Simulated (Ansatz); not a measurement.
The same path of AlH₃O (5 atoms, charge 0, multiplicity 1) was run twice with different band settings. Lost on the way: Al1–H4. Made: O2–H4.

Level of theory: RKS PBE0/def2-SVP (Ansatz).

Relaxed end points:

```xyz
5
Properties=species:S:1:pos:R:3
Al 0.473 -0.005 0.053
O 0.727 -0.157 1.731
H 0.040 -0.238 2.394
H 1.785 0.129 -0.817
H -1.000 -0.011 -0.544
```

```xyz
5
Properties=species:S:1:pos:R:3
Al -0.023 0.065 -0.944
O 0.970 -0.067 0.914
H 0.532 -0.162 1.770
H 1.925 -0.039 1.047
H -1.378 -0.079 0.030
```

Common settings: movable images 5; climbing image yes; optimiser quadratic models (default); start path through a guess of the saddle point; force threshold 0.05 eV/Å; iteration limit 60; end points relaxed.

| run | spring |
| --- | --- |
| 1 | 5.0 eV/Å² |
| 2 | 0.1 eV/Å² |

Task: What does each run give, and how far can it be trusted?

Result: Run 1: converged after 15 iterations, highest image 3.121 eV above the first end. Beside the main top the profile has a ripple of under 15 meV (maxima at images 1, 4), which may be a very shallow well or noise. Neighbouring images differ by up to 1.7 eV, so the band resolves the path poorly. A vibrational analysis at the climbing image gives one clearly imaginary mode, 1484i cm⁻¹: a first-order saddle point.
Run 2: converged after 16 iterations, highest image 3.121 eV above the first end. Neighbouring images differ by up to 1.7 eV, so the band resolves the path poorly. Another band between the same ends (5 images) ends at a top of the same energy, where a vibrational analysis finds 1 clearly imaginary mode.
The orbitals stay closed-shell, which can raise the energy where a bond breaks towards radicals; this wasn't checked here.
